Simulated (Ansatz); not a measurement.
Geometry optimisation, Ansatz, RKS r2SCAN-D4/def2-SVP.

The input (input.yaml):

```yaml
crystal:
  periodic: [false, false, false]
  atoms:
    - { symbol: C, position_ang: [-0.9824, 1.1999, -0.654] }
    - { symbol: C, position_ang: [-0.0504, 0.6256, 0.3168] }
    - { symbol: C, position_ang: [1.29366, 1.32002, 0.19178] }
    - { symbol: "N", position_ang: [2.23751, 0.78638, 1.26126] }
    - { symbol: F, position_ang: [1.16329, 2.64258, 0.54184] }
    - { symbol: H, position_ang: [-1.1541, 2.3285, -0.4606] }
    - { symbol: H, position_ang: [-0.6506, 1.1394, -1.6923] }
    - { symbol: H, position_ang: [-1.9748, 0.7854, -0.5943] }
    - { symbol: H, position_ang: [0.05364, -0.49687, 0.16803] }
    - { symbol: H, position_ang: [-0.47, 0.74395, 1.32902] }
    - { symbol: H, position_ang: [1.71888, 1.22556, -0.79269] }
    - { symbol: H, position_ang: [3.07364, 1.34121, 1.16624] }
    - { symbol: H, position_ang: [1.8191, 0.9447, 2.06841] }
basis:
  gaussian: { orbitals: def2-SVP }
hamiltonian:
  xc: r2scan
  dispersion: d4
relax:
  f_tol: 0.015
  max_steps: 40
```

Launched with:

```bash
$ ansatz run input.yaml --threads 2 --pin off --max-ram 3072MiB --backend cpu --events-out ev --progress --plain --runs-dir out
```

Task: Where does it end, and by what steps?

Result: The run converged. After 6 steps the energy has fallen by 0.786 eV; F5 moved furthest, 0.13 Å.

| step | energy less start (eV) | largest force component (eV/Å) | accepted |
| --- | --- | --- | --- |
| 0 | 0.0000 | 7.497 | yes |
| 1 | -0.6717 | 2.033 | yes |
| 2 | -0.7705 | 0.571 | yes |
| 3 | -0.7817 | 0.215 | yes |
| 4 | -0.7850 | 0.049 | yes |
| 5 | -0.7855 | 0.019 | yes |
| 6 | -0.7856 | 0.006 | yes |

```xyz
13
Properties=species:S:1:pos:R:3
C -1.039 1.236 -0.676
C -0.042 0.654 0.317
C 1.317 1.324 0.262
N 2.214 0.785 1.209
F 1.108 2.717 0.457
H -1.177 2.312 -0.496
H -0.687 1.111 -1.713
H -2.019 0.742 -0.593
H 0.108 -0.425 0.145
H -0.425 0.760 1.349
H 1.762 1.242 -0.747
H 3.115 1.258 1.180
H 1.842 0.872 2.155
```

Time of the run: 30 s on 2 threads of Arm Neoverse V1, on a shared host, peak memory 0.16 GiB.
